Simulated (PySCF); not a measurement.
Geometries of 4 isomers of C4H8FN, from PBE0-D3(BJ)/def2-SVP geometry optimisation, gas phase in PySCF. One conformer each, no zero-point energy, no frequencies.

Question: Which is lowest in electronic energy at this level?
A.
```xyz
14
angstrom
C     -1.514   -0.330    0.235
C     -0.283    0.428   -0.210
N      0.649   -0.297   -1.092
C      1.735   -0.208   -0.109
C      0.837    0.601    0.831
F      1.235    1.891    1.044
H     -2.165   -0.559   -0.623
H     -1.241   -1.283    0.718
H     -2.104    0.262    0.953
H     -0.573    1.407   -0.635
H      0.356   -1.241   -1.323
H      2.608    0.368   -0.462
H      2.097   -1.165    0.304
H      0.631    0.140    1.812
```
B.
```xyz
14
angstrom
C      2.550    0.327   -0.007
N      1.222    0.114   -0.508
C      0.319   -0.232    0.306
C     -1.090   -0.479   -0.130
C     -2.096    0.367    0.623
F     -2.061    0.060    1.964
H      3.251   -0.349   -0.524
H      2.874    1.352   -0.253
H      2.654    0.175    1.086
H      0.523   -0.360    1.391
H     -1.343   -1.541    0.039
H     -1.162   -0.280   -1.211
H     -1.870    1.441    0.507
H     -3.117    0.184    0.247
```
C.
```xyz
14
angstrom
C     -1.803   -0.176   -0.188
C     -0.547    0.266    0.501
N     -0.415    1.242    1.302
C      0.709   -0.522    0.173
C      1.565    0.194   -0.848
F      0.364   -1.769   -0.314
H     -1.664   -0.189   -1.281
H     -2.643    0.487    0.061
H     -2.051   -1.208    0.101
H     -1.305    1.734    1.419
H      1.272   -0.669    1.109
H      2.464   -0.398   -1.073
H      1.867    1.172   -0.450
H      1.007    0.350   -1.783
```
D.
```xyz
14
angstrom
C     -1.443   -0.196   -0.227
C     -0.235    0.633    0.164
N      0.725    0.929   -0.911
C      1.595   -0.177   -0.507
C      0.884   -0.179    0.847
F      0.531   -1.401    1.342
H     -2.020   -0.493    0.662
H     -1.151   -1.114   -0.758
H     -2.108    0.388   -0.882
H     -0.563    1.534    0.713
H      0.356    0.894   -1.859
H      2.676    0.039   -0.521
H      1.419   -1.141   -1.023
H      1.415    0.378    1.634
```

Answer: C. That is `[H]/N=C(\C)[C@H](C)F`, 11.2 kcal/mol below the next.

```tsv
SMILES	atoms numbered as above	E (Eh)	relative (kcal/mol)	relative (kJ/mol)	dipole (D)
[H]/N=C(\C)[C@H](C)F	[H]/[N:3]=[C:2](\[CH3:1])[C@H:4]([CH3:5])[F:6]	-311.25127	0.0	0.0	1.45
C/N=C/CCF	[CH3:1]/[N:2]=[CH:3]/[CH2:4][CH2:5][F:6]	-311.23336	11.2	47.0	0.32
C[C@@H]1NC[C@@H]1F	[CH3:1][C@@H:2]1[NH:3][CH2:4][C@@H:5]1[F:6]	-311.22977	13.5	56.5	0.99
C[C@@H]1NC[C@H]1F	[CH3:1][C@@H:2]1[NH:3][CH2:4][C@H:5]1[F:6]	-311.22664	15.5	64.7	2.53
```

As drawn, the lowest has a C=N bond, which the highest lacks; the highest has a four-membered ring, which the lowest lacks.
